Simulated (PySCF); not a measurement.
## BO₂: map over both bonds

All numbers come from PySCF, UB3LYP, basis B def2-TZVP, O def2-TZVP (no relativity, density fitting).

Rigid scan from the doublet minimum (B–O 1.261 Å (×2); O–B–O 180.0°). Coordinate: rows scale the first bond (B–O), columns the second (B–O). Energies in kJ/mol from the minimum.

```csv
scale \ scale,0.94,0.97,1.00,1.04,1.09,1.15
0.94,45.2,26.4,17.2,?,27.2,52.9
0.97,26.4,10.4,3.9,6.0,20.7,49.5
1.00,17.2,3.9,0.0,?,23.9,56.2
1.04,16.0,?,5.5,?,39.1,76.5
1.09,27.2,?,23.9,39.1,69.2,113.7
1.15,52.9,49.5,56.2,76.5,113.7,166.6
```

Task: Fill in the five missing cells, row by row.

Result: 16.0, 5.5, 6.0, 15.5, 20.7.

Other isomers or separated fragments may lie lower.
